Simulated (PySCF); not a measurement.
## SiC, singlet: the ladder up to full CI

Geometry: a PBE0/def2-TZVP stationary point for this spin. The triplet lies 0.1 eV lower here.

```tsv
atom	x (Å)	y (Å)	z (Å)
Si	0.0000	0.0000	0.0000
C	0.0000	0.0000	1.6358
```

Basis 6-31G; PySCF 2.14.0. Only valence electrons are correlated (noble-gas cores frozen), which leaves 8 electrons in 16 orbitals. Prefix R: restricted or restricted open-shell reference; prefix U: unrestricted.

Full CI is exact within this basis and frozen core; it isn't the basis-set limit. The frozen core follows each run's orbitals, which can shift R against U totals by a few meV.

Unrestricted rows (U) aren't spin-pure: their determinants' ⟨S²⟩ exceeds S(S+1) by up to 1.39, so they mix in states of higher spin. HF rows: UHF is the lowest solution found. The determinant for coupled cluster was chosen by a search with trial CCSD, here up to 0.15 eV above the lowest Hartree–Fock solution of its kind, and MP2 stands on that determinant too.

The U cluster runs have T1 = 0.206, too large to trust, so UMP2, UCCSD, UCCSD(T) aren't compared.

```
UHF ⟨S²⟩                          : 1.393
T1 diagnostic (ROHF- or RHF-based CCSD)             : 0.0905
largest doubles amplitude (ROHF- or RHF-based CCSD) : 0.208
```

```
   level  E − E(determinant under the R cluster runs) (eV)
     UHF                                           -1.8433
    RMP2                                           -4.6902
   RCCSD                                           -5.3203
RCCSD(T)                                           -5.7772
```

Task: Estimate how far full CI in 6-31G lies from RCCSD(T). The table doesn't fix it; the size of (T) and the diagnostics are the guide.

Result: Full CI in 6-31G lies 54 meV below RCCSD(T), which is 12 % of the (T) step (-457 meV). T1 is raised, a doubles amplitude is large, RHF is unstable towards spin polarisation, but (T) still catches most of what CCSD lacks. The miss exceeds 1 kcal/mol.

The other levels:

```json
{"level": "RCCSDT", "E − E(full CI) (meV)": "76", "share of correlation (%)": "98.70", "wall time": "–"}
{"level": "RCCSDT(Q)", "E − E(full CI) (meV)": "-25", "share of correlation (%)": "100.43", "wall time": "1.4 s"}
```

The correlation energy at full CI, counted from the determinant under the R cluster runs, is -5.831 eV. Full CI, over all symmetries tried, took 6.3 min on 1 thread of Arm Neoverse V1, shared host; the state has 828,944 determinants.

Run but not shown, since their state, orbitals or frozen core can't be matched to the reference's or they repeat it: RHF, UMP2, UCCSD, UCCSD(T).

Times are those of the correlated step on a shared host, with one SCF added for the restricted CCSD run; they ran on 1 thread of Arm Neoverse V1.

Not variational, and here over 5 meV under the exact energy: RCCSDT(Q).

The full-CI state has the irrep A1 of C2v, in the program's axes (one component, if the state is degenerate).

Natural occupations of full CI about the gap: 1.972 1.836 1.836 1.726 0.273 0.153 0.153 0.021 0.007 0.007; effectively unpaired electrons, Σ n²(2−n)², 0.79.
